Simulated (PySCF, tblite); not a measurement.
# C3H6O, a complex of two parts: NMR shifts, interaction energy, infrared bands, spin-spin couplings and core binding energies

An exercise on one series of results from a longer session: the logs are not shown, and one member is left open.

Computed with tblite 0.8.0 and PySCF 2.14.0; each step states its level. No surroundings beyond the atoms listed, unless a continuum is named. Atoms count from 0, parts from 1.

## Starting point

10 atoms, charge 0, multiplicity 1; geometry: rigid parts in contact. Parts: 1 = atoms 0–5, `CO`, charge 0; 2 = atoms 6–9, `C#C`, charge 0.

The first run:

Job settings and geometry (Å):

```
{"job": {"kind": "dock", "xc": "GFN2-xTB", "basis": "xTB"}, "charge": 0, "multiplicity": 1, "parts": [{"atoms": "0-5", "charge": 0, "multiplicity": 1}, {"atoms": "6-9", "charge": 0, "multiplicity": 1}]}
C     -0.359376    -0.020588    -0.047163
O      0.999981    -0.219027    -0.347396
H     -0.639823    -0.499502     0.897185
H     -0.611709     1.044110     0.004324
H     -0.925121    -0.478265    -0.856442
H      1.536047     0.173272     0.349492
C      3.717123     3.551712     0.932175
C      2.857374     2.735310     0.792887
H      4.472975     4.269746     1.054647
H      2.101331     2.017484     0.670390
```

With the program's defaults for keys left out, this is: GFN2-xTB search for minima from random contacts, gas phase.

Launch:

```bash
$ OMP_NUM_THREADS=1 python cluster_run.py task.json out
```

This one command runs all jobs of the session in turn.

Among the steps run: Bringing the parts together with GFN2-xTB; Geometry optimisation at PBE0-D3(BJ)/def2-TZVPD; NMR shieldings: PBE0/pcSseg-2; Coupled-cluster interaction energy: CCSD(T) and MP2.

One table of the session follows, with a row left open; its other results are not shown here.

It belongs to the step «Coupled-cluster interaction energy: CCSD(T) and MP2». 

| method | interaction energy (kcal/mol) |
| --- | --- |
| HF/aug-cc-pVDZ | -1.82 |
| MP2/aug-cc-pVDZ | -2.85 |
| CCSD/aug-cc-pVDZ | -2.53 |
| CCSD(T)/aug-cc-pVDZ | -2.75 |
| HF/aug-cc-pVQZ | -1.79 |
| MP2/aug-cc-pVQZ | -3.24 |
| SCS-MP2/aug-cc-pVQZ | -2.72 |
| MP2, extrapolated | -3.31 |
| CCSD(T), limit estimate | ? |

Q: Estimate the row for CCSD(T), limit estimate from the others.

As computed: interaction energy (kcal/mol): -3.20. In the column «interaction energy (kcal/mol)» it lies between MP2/aug-cc-pVQZ (-3.24) and MP2/aug-cc-pVDZ (-2.85).
